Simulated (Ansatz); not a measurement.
**Cost against result**

The pair of NH$_{3}$ (SMILES N, atoms 1–4) and SiH$_{3}$F (SMILES [SiH3]F, atoms 5–9), both closed shells, in one local arrangement (a lower one may exist), relaxed at PBE0-D4/def2-TZVP:

| atom | x (Å) | y (Å) | z (Å) |
| --- | --- | --- | --- |
| N1 | -0.1087 | -0.0823 | -1.5002 |
| H2 | 0.7291 | -0.2732 | -2.0357 |
| H3 | -0.8607 | -0.6236 | -1.9084 |
| H4 | -0.3342 | 0.8973 | -1.6229 |
| Si5 | 0.1211 | -0.0285 | 1.3784 |
| F6 | -0.2237 | 1.4648 | 0.8954 |
| H7 | 0.2216 | 0.0862 | 2.8607 |
| H8 | 1.4343 | -0.4744 | 0.8654 |
| H9 | -0.9790 | -0.9664 | 1.0671 |

Interaction energies are counterpoise-corrected; the time is that of the whole pair.

Computed with Ansatz 0.2.0 (basis: as named in each row); correlated methods freeze the cores. B3LYP uses VWN-RPA correlation. Extrapolation: Hartree–Fock as exp(−7.88 √X), correlation as X^−2.97.

Times are rough, for one single point on 4 threads of a shared host (Intel Xeon Platinum 8375C).

The estimate by CCSD(T) at an estimated basis limit (MP2 extrapolated from triple and quadruple zeta, plus CCSD(T) − MP2 in triple zeta) is -17.5 kJ/mol.

| method | basis | time (s) | interaction energy (kJ/mol) | method less estimate |
| --- | --- | --- | --- | --- |
| HF | STO-3G | under 1 | 2.6 | 20.1 |
| PBE-D4 | STO-3G | under 1 | -3.9 | 13.7 |
| SPW92 | def2-SVP | under 1 | -32.9 | -15.4 |
| PBE-D4 | def2-SVP | under 1 | -21.9 | -4.3 |
| PBE0-D4 | def2-SVP | under 1 | -22.9 | -5.3 |
| B3LYP-D4 | 6-31G | under 1 | -25.7 | -8.1 |
| CCSD(T) | def2-SVP | under 1 | -12.5 | 5.0 |
| PBE-D4 | def2-TZVPPD | 1 | -18.9 | -1.4 |
| revPBE-D4 | def2-TZVPPD | 1 | -17.7 | -0.2 |
| BLYP-D4 | def2-TZVPPD | 1 | -15.9 | 1.6 |
| PBE0-D4 | def2-TZVPPD | 1 | -19.3 | -1.7 |
| HSE06-D4 | def2-TZVPPD | 2 | -19.0 | -1.5 |
| wB97M-V | def2-SVP | 2 | -22.3 | -4.8 |
| B3LYP-D4 | def2-TZVPPD | 2 | -17.3 | 0.3 |
| r2SCAN-D4 | def2-TZVPPD | 2 | -19.2 | -1.7 |
| B2PLYP | def2-TZVPPD | 3 | -12.0 | 5.5 |
| wB97X-V | def2-TZVPPD | 4 | -17.8 | -0.2 |
| B97M-V | def2-TZVPPD | 4 | -19.2 | -1.7 |
| wB97M-V | def2-TZVPPD | 4 | -19.2 | -1.7 |
| MP2 | def2-QZVPPD | 8 | -16.3 | 1.2 |
| CCSD(T) | def2-TZVPPD | 29 | -15.4 | 2.2 |

T1 diagnostic: at most 0.012.
